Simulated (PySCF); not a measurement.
Fluorine: a sound run and one with changed settings

Sound run: F [He] 2s2 2p5, F⁺ [He] 2s2 2p4. Computed with PySCF 2.14 in def2-SVP (3s2p1d, 14 functions), with the non-relativistic Hamiltonian (point nucleus). The sound run starts from symmetry-adapted Hartree-Fock orbitals and uses a fine grid where one is needed.

Changed run: radial step 0.3 in ln r (0.13 in the sound run). This setting is unsound on purpose.

```csv
species,method,sound run (hartree),changed run (hartree),converged
F,UHF,-99.28405,-99.28405,yes
F,LDA,-98.97686,-98.97691,yes
F,B3LYP,-99.64047,-99.64033,yes
F⁺,UHF,-98.70445,-98.70445,yes
F⁺,LDA,-98.32500,-98.32504,yes
F⁺,B3LYP,-98.99538,-98.99537,yes
```

Ionisation energy of F:

```csv
method,sound run (eV),changed run (eV)
UHF,15.772,15.772
LDA,17.738,17.738
B3LYP,17.554,17.550
```

A coarse radial grid mis-integrates the density and the exchange-correlation energy, with errors of either sign; Hartree-Fock needs no grid.

For comparison, NIST gives 17.423 eV between the lowest levels.
